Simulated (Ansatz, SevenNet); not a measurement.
For fcc Cu, the machine-learned potential SevenNet-l3i5 (trained on PBE and PBE+U data) gives:

| Property | Value |
|---|---|
| lattice constant a | 3.613 Å |
| elastic constant C11 | 182 GPa |
| elastic constant C44 | 63.0 GPa |
| Voigt–Reuss–Hill shear modulus | 40.2 GPa |

Task: What does HSE06 in Ansatz (plane waves, PAW) give for the same quantities?

Result: 
- lattice constant a: 3.633 Å (grows by 0.6 %)
- elastic constant C11: 160 GPa (shrinks by 12 %)
- elastic constant C44: 84.4 GPa (grows by 34 %)
- Voigt–Reuss–Hill shear modulus: 51.2 GPa (increases by 27 %)

For comparison: lattice constant a 3.595 Å (measured, low-temperature or extrapolated to 0 K; zero-point anharmonic expansion removed; as tabulated in Csonka et al. (2009), arXiv:0903.4037); elastic constant C11 176 GPa (measured, 0 K, extrapolated to 0 K; zero-point effects included; as tabulated in Malica and Corso (2021), arXiv:2109.00459); elastic constant C44 81.8 GPa (measured, 0 K, extrapolated to 0 K; zero-point effects included; as tabulated in Malica and Corso (2021), arXiv:2109.00459).

Changes are worked out from the printed values.

Unless a cell is named, each level is at its own relaxed cell (SevenNet-l3i5 11.79, HSE06 11.99 Å³/atom).

Caveats: hybrids on metals are sensitive to the k mesh (HSE06). Ansatz's density-functional and Hartree–Fock values are scalar-relativistic unless marked +SOC, with PAW data made under PBE.

Ansatz is a program for electronic structure.
